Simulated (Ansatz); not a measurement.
# CHNO (SMILES N=C=O): functionals against CCSD(T) at one geometry

A test off equilibrium: a structure displaced at random from a GFN2-xTB minimum is computed at several levels, and each is set against CCSD(T).

The runs use Ansatz 0.2.0, Gaussian basis; single points in def2-TZVPP.

Cores are frozen in the correlated methods.

**1. The starting structure**

SMILES `N=C=O`, 4 atoms, charge 0, spin multiplicity 1.

Atoms are counted from 1 here; the program's logs count them from 0.

Bond lengths: N1–C2 1.260 Å, N1–H4 1.011 Å, C2–O3 1.095 Å. Angles: C2–N1–H4 133.5°, N1–C2–O3 170.8°.

As a file:

| atom | x (Å) | y (Å) | z (Å) |
| --- | --- | --- | --- |
| N1 | 0.54790 | -0.31960 | -0.40480 |
| C2 | -0.48690 | 0.20590 | 0.08590 |
| O3 | -1.46880 | 0.59620 | 0.37210 |
| H4 | 1.47510 | -0.50060 | -0.04390 |

**2. CCSD(T)/def2-TZVPP**

run/in.yaml

```yaml
crystal:
  periodic: [false, false, false]
  atoms:
    - {symbol: N, position_ang: [0.547900, -0.319600, -0.404800]}
    - {symbol: C, position_ang: [-0.486900, 0.205900, 0.085900]}
    - {symbol: O, position_ang: [-1.468800, 0.596200, 0.372100]}
    - {symbol: H, position_ang: [1.475100, -0.500600, -0.043900]}
basis:
  gaussian: {orbitals: def2-TZVPP}
correlation: {method: ccsd_t}
output: {forces: true}
```

The command line of these runs was not kept.

**3. PBE0-D4/def2-TZVPP**

run/in.yaml, as its differences from that of step 2:

```diff
@@ -9,3 +9,3 @@
   gaussian: {orbitals: def2-TZVPP}
-correlation: {method: ccsd_t}
-output: {forces: true}
+hamiltonian: {xc: pbe0, dispersion: d4}
+output: {forces: true, orbitals: {seedname: orbitals}}
```

**4. wB97M-V/def2-TZVPP**

run/in.yaml, as its differences from that of step 3:

```diff
@@ -9,3 +9,3 @@
   gaussian: {orbitals: def2-TZVPP}
-hamiltonian: {xc: pbe0, dispersion: d4}
-output: {forces: true, orbitals: {seedname: orbitals}}
+hamiltonian: {xc: {name: wB97M-V}}
+output: {forces: true}
```

**5. r2SCAN-D4/def2-TZVPP**

run/in.yaml, as its differences from that of step 4:

```diff
@@ -9,3 +9,3 @@
   gaussian: {orbitals: def2-TZVPP}
-hamiltonian: {xc: {name: wB97M-V}}
+hamiltonian: {xc: r2scan, dispersion: d4}
 output: {forces: true}
```

**6. PBE-D4/def2-TZVPP**

run/in.yaml, as its differences from that of step 5:

```diff
@@ -9,3 +9,3 @@
   gaussian: {orbitals: def2-TZVPP}
-hamiltonian: {xc: r2scan, dispersion: d4}
+hamiltonian: {xc: pbe, dispersion: d4}
 output: {forces: true}
```

**7. revPBE-D4/def2-TZVPP**

run/in.yaml, as its differences from that of step 6:

```diff
@@ -9,3 +9,3 @@
   gaussian: {orbitals: def2-TZVPP}
-hamiltonian: {xc: pbe, dispersion: d4}
+hamiltonian: {xc: {name: revPBE}, dispersion: d4}
 output: {forces: true}
```

**8. r2SCANh-D4/def2-TZVPP**

run/in.yaml, as its differences from that of step 7:

```diff
@@ -9,3 +9,3 @@
   gaussian: {orbitals: def2-TZVPP}
-hamiltonian: {xc: {name: revPBE}, dispersion: d4}
+hamiltonian: {xc: {name: r2SCANh}, dispersion: d4}
 output: {forces: true}
```

(Steps that only read results are left out.)

What does the calculation give? Wanted: energy less free atoms, CCSD(T)/def2-TZVPP; RMS force component; RMS force error; HOMO and LUMO, PBE0-D4; T1 diagnostic.

As calculated:

| quantity | value |
| --- | --- |
| energy less free atoms, CCSD(T)/def2-TZVPP | -407.0 kcal/mol |
| RMS force component | 4.363 to 4.857 eV/Å over the methods |
| RMS force error | PBE0-D4 0.395, wB97M-V 0.368, r2SCAN-D4 0.211, PBE-D4 0.241, revPBE-D4 0.331, r2SCANh-D4 0.366 eV/Å |
| HOMO and LUMO, PBE0-D4 | -8.49 and 0.59 eV |
| T1 diagnostic | 0.017 |

**Reading.** Against CCSD(T) the functionals' energies less atoms differ by -47.5 to -14.5 kcal/mol, PBE-D4 by -47.5 kcal/mol. The reference is not at the basis limit: in triple zeta CCSD(T) underbinds, which counts against methods that bind more; the gaps are no ranking. The forces of r2SCAN-D4 come nearest to CCSD(T), those of PBE0-D4 are farthest. Frozen-core CCSD(T) forces in triple zeta carry basis errors of their own, and this is one geometry, so small gaps rank nothing.
